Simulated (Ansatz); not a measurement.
A run of Ansatz (development build ahead of 0.2.0) on singlet H2F2 in separate pieces at this shape:

```xyz
4

F     0.7100    0.0000    4.3000
F    -0.7100    0.0000    4.3000
H     0.3700    0.0000    0.0000
H    -0.3700    0.0000    0.0000
```

Its results:

```yaml
Converged: yes
Total_energy: -199.63468 hartree
Spin_squared_of_the_determinant: 0.000
```

Task: Which input gives this output? Name the method, the orbitals and the basis set, and write the input.

Result: RHF in def2-SVP. An unrestricted run that stays on the closed shell gives the same numbers.

```yaml
crystal:
  periodic: [false, false, false]
  atoms:
    - { symbol: F, position_ang: [0.71, 0.0, 4.3] }
    - { symbol: F, position_ang: [-0.71, 0.0, 4.3] }
    - { symbol: H, position_ang: [0.37, 0.0, 0.0] }
    - { symbol: H, position_ang: [-0.37, 0.0, 0.0] }
basis:
  gaussian: { orbitals: def2-SVP }
hamiltonian:
  xc: hf
```

Caution: no unrestricted run beside it, a lower state can exist.
